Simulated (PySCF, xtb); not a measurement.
hydrogen chloride (ClH), SMILES Cl.

Harmonic wavenumbers (cm⁻¹) from xtb with GFN2-xTB at its own minimum, in rising order: 2510.

Task: What does PBE-D3(BJ)/def2-TZVPD in PySCF 2.14.0 give at its own minimum? (An estimate is asked for; the answer gives what the named calculation found.)

Result: 2894. Paired by order, the mean absolute difference is 384 cm⁻¹ and the zero-point energies are 3.6 and 4.1 kcal/mol.
